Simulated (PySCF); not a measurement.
SF: frontier orbitals

PBE0 at R = 1.640 Å; S pcseg-1, F pcseg-1; no relativity (PySCF 2.14). State: ²Π (doublet), unpaired electrons π ↑. Only the outer orbitals are listed, counted within each symmetry.

| spin | orbital | occ. | ε (eV) | on S (%) | main shells (%) |
| --- | --- | --- | --- | --- | --- |
| α | 5σ | 1 | -34.61 | 8 | 90 F s |
| α | 6σ | 1 | -20.52 | 76 | 76 S s, 17 F p |
| α | 7σ | 1 | -14.10 | 44 | 55 F p, 25 S p, 18 S s |
| α | 2π | 1 | -13.91 | 17 | 83 F p, 16 S p |
| α | 2π | 1 | -13.42 | 13 | 87 F p, 12 S p |
| α | 3π | 1 | -8.98 | 84 | 84 S p, 16 F p |
| α | 3π | 1 | -7.75 | 88 | 88 S p, 12 F p |
| α | 8σ | 0 | -1.87 | 86 | 78 S p, 16 F p |
| α | 4π | 0 | 7.16 | 101 | 100 S p |
| α | 4π | 0 | 7.81 | 101 | 100 S p |
| β | 5σ | 1 | -34.35 | 8 | 90 F s |
| β | 6σ | 1 | -19.47 | 69 | 69 S s, 24 F p |
| β | 7σ | 1 | -13.65 | 50 | 49 F p, 24 S p, 24 S s |
| β | 2π | 1 | -13.30 | 12 | 88 F p, 11 S p |
| β | 2π | 1 | -12.96 | 10 | 90 F p, 9 S p |
| β | 3π | 1 | -7.38 | 89 | 89 S p, 11 F p |
| β | 3π | 0 | -4.60 | 91 | 91 S p, 9 F p |
| β | 8σ | 0 | -1.44 | 87 | 78 S p, 15 F p |
| β | 4π | 0 | 7.98 | 101 | 100 S p |

**Question.** Which are the highest filled and the lowest empty level, where do they sit, and how wide is the gap?

**Answer.** Highest filled β 3π at -7.38 eV (in %: 89 S p, 11 F p); lowest empty β 3π at -4.60 eV (in %: 91 S p, 9 F p); the gap at PBE0 is 2.78 eV. Both belong to one degenerate shell, split only by its one-sided filling, so this is no excitation gap.

```json
{"bond order (Mayer)": "0.99", "⟨S²⟩": "0.753", "charge on S (Mulliken, basis-dependent)": "0.31", "charge on S (Löwdin, basis-dependent)": "0.26", "dipole moment (positive dipole means S(−)F(+))": "-1.19 D", "polarisability along the bond": "18.5 bohr³", "polarisability across the bond": "10.0 bohr³"}
```

Shares are Mulliken populations and can fall outside 0 to 100 %.

The state is the lowest determinant that a PBE0 search found; another state may lie lower at other levels.
